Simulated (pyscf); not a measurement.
## Four-centre exchange: HO–Si(OH)(OH)–F + H₂ → H₂O + HO–SiH(OH)–F

Gas phase, singlet surface, charge 0. Bonds broken: O1–Si2, H9–H10. Bonds formed: O1–H9, Si2–H10. Single points on ωB97X-D3(BJ)/def2-SVP structures (PySCF, gas phase).

Transition state (Å):

```xyz
10

O      0.9382     1.7514     0.0528
Si    -0.4201     0.5586    -0.2986
O      0.5090    -0.4287    -1.2975
O     -1.5653     0.9869    -1.4145
F     -0.6679    -0.4780     0.9343
H      1.4658     2.1071    -0.6794
H      0.9744    -1.1384    -0.8439
H     -1.4794     0.4348    -2.2033
H     -0.0361     2.2063     0.4705
H     -1.0481     1.7929     0.6715
```

One imaginary mode, 1327i cm⁻¹; descent along it reached the two sides named, in the forms told below.

| bond | change | reactant side (Å) | saddle | product side |
|---|---|---|---|---|
| O1–Si2 | breaks | 1.642 | 1.842 | 3.6 |
| H9–H10 | breaks | 0.761 | 1.112 | 4.6 |
| O1–H9 | forms | 2.491 | 1.153 | 0.965 |
| Si2–H10 | forms | 4.3 | 1.691 | 1.475 |

Electronic energies relative to the separated reactants (kcal/mol):

```csv
level,barrier,reaction energy,reverse barrier
ωB97X-D3(BJ)/def2-TZVP,55.4,+23.4,32.0
PBE/def2-TZVP,48.4,+21.4,27.0
r²SCAN/def2-TZVP,52.7,+25.1,27.6
B3LYP-D3(BJ)/def2-TZVP,55.8,+23.3,32.5
PBE0-D3(BJ)/def2-TZVP,51.5,+22.3,29.2
M06-2X/def2-TZVP,58.2,+26.6,31.6
ωB97M-D3(BJ)/def2-TZVP,54.8,+23.3,31.4
HF/def2-TZVP,74.3,+22.9,51.4
```

With ωB97M-D3(BJ)/def2-TZVP energies and thermal terms (ideal gas, 1 atm, RRHO with modes under 100 cm⁻¹ raised to 100, one conformer, R ln 2 for chiral ones without a mode under 150 cm⁻¹), in kcal/mol:

| T (K) | ΔH‡ | ΔG‡ | ΔH | ΔG |
|---|---|---|---|---|
| 298 | 56.6 | 66.0 | +26.5 | +23.8 |
| 600 | 55.2 | 76.0 | +25.2 | +21.5 |
| 900 | 54.8 | 86.6 | +24.2 | +19.9 |
| 1200 | 54.8 | 97.2 | +23.4 | +18.6 |

On the product side the descent ends in a complex (not fully relaxed), 8.0 kcal/mol under the separated species and 39.9 kcal/mol under the saddle at ωB97X-D3(BJ)/def2-TZVP. One saddle was located; it need not be the lowest between these sides.
